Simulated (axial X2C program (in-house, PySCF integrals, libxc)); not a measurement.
## Bond lengths and stretching modes, held linear, of ClBCl

Computed with an in-house all-electron X2C program for linear molecules (integrals from PySCF): two-component X2C with atomic mean-field Coulomb and Gaunt terms, Gaussian nuclei, basis Cl dyall-av3z, B dyall-v3z with contracted cores. Spin-free rows use the one-electron spin-free X2C Hamiltonian.

Masses Cl 34.969, B 11.009, Cl 34.969 u. States: 2c Ω = 1/2 (beyond evenly filled blocks: ω = 1/2); spin-free M_S = 1/2, Λ = 1 (beyond evenly filled blocks: π+α).

HF, spin-free: energies above the lowest point

```json
{"r(Cl–B) (Å)": "1.6429", "r(B–Cl) (Å)": "1.6429", "E (meV)": "92.53"}
{"r(Cl–B) (Å)": "1.6429", "r(B–Cl) (Å)": "1.6850", "E (meV)": "45.42"}
{"r(Cl–B) (Å)": "1.6429", "r(B–Cl) (Å)": "1.7271", "E (meV)": "52.05"}
{"r(Cl–B) (Å)": "1.6850", "r(B–Cl) (Å)": "1.6429", "E (meV)": "45.42"}
{"r(Cl–B) (Å)": "1.6850", "r(B–Cl) (Å)": "1.6850", "E (meV)": "0.00"}
{"r(Cl–B) (Å)": "1.6850", "r(B–Cl) (Å)": "1.7271", "E (meV)": "8.16"}
{"r(Cl–B) (Å)": "1.6850", "r(B–Cl) (Å)": "1.7693", "E (meV)": "60.16"}
{"r(Cl–B) (Å)": "1.7271", "r(B–Cl) (Å)": "1.6429", "E (meV)": "52.05"}
{"r(Cl–B) (Å)": "1.7271", "r(B–Cl) (Å)": "1.6850", "E (meV)": "8.16"}
{"r(Cl–B) (Å)": "1.7271", "r(B–Cl) (Å)": "1.7271", "E (meV)": "17.68"}
{"r(Cl–B) (Å)": "1.7693", "r(B–Cl) (Å)": "1.6850", "E (meV)": "60.16"}
{"r(Cl–B) (Å)": "1.7693", "r(B–Cl) (Å)": "1.7693", "E (meV)": "125.12"}
```

Q: Fit a quadratic surface with cubic terms in each bond: where is the minimum, and what are the two stretching wavenumbers?

A: At HF, spin-free: bonds 1.698 and 1.698 Å; harmonic stretches 476.1 and 1256.8 cm⁻¹; force constants 4.55, 4.55 and coupling 0.12 mdyn/Å.

The other levels and Hamiltonians give:

```json
{"Hamiltonian": "2c", "level": "PBE0", "r(Cl–B) (Å)": "1.683", "r(B–Cl) (Å)": "1.683", "lower stretch (cm⁻¹)": "481.3", "upper stretch (cm⁻¹)": "1269.0"}
{"Hamiltonian": "2c", "level": "HF", "r(Cl–B) (Å)": "1.698", "r(B–Cl) (Å)": "1.698", "lower stretch (cm⁻¹)": "476.2", "upper stretch (cm⁻¹)": "1257.2"}
{"Hamiltonian": "2c", "level": "BHandHLYP", "r(Cl–B) (Å)": "1.682", "r(B–Cl) (Å)": "1.682", "lower stretch (cm⁻¹)": "482.6", "upper stretch (cm⁻¹)": "1268.8"}
{"Hamiltonian": "2c", "level": "MP2", "r(Cl–B) (Å)": "1.683", "r(B–Cl) (Å)": "1.683", "lower stretch (cm⁻¹)": "487.5", "upper stretch (cm⁻¹)": "1282.9"}
{"Hamiltonian": "spin-free", "level": "PBE0", "r(Cl–B) (Å)": "1.684", "r(B–Cl) (Å)": "1.684", "lower stretch (cm⁻¹)": "481.2", "upper stretch (cm⁻¹)": "1268.5"}
{"Hamiltonian": "spin-free", "level": "BHandHLYP", "r(Cl–B) (Å)": "1.682", "r(B–Cl) (Å)": "1.682", "lower stretch (cm⁻¹)": "482.4", "upper stretch (cm⁻¹)": "1268.3"}
{"Hamiltonian": "spin-free", "level": "MP2", "r(Cl–B) (Å)": "1.683", "r(B–Cl) (Å)": "1.683", "lower stretch (cm⁻¹)": "487.4", "upper stretch (cm⁻¹)": "1282.4"}
```

Each state is one determinant, the lowest of a limited PBE0 search; the stretches come from a fit to these few points and carry an uncertainty of a few per cent. Other orders of the atoms were not compared. MP2 freezes inner shells (threshold -2 hartree). The molecule was held linear; bending was not examined, so a bent shape may lie lower. Note: functional without a current term on a determinant with orbital currents, of the molecule or an atom.
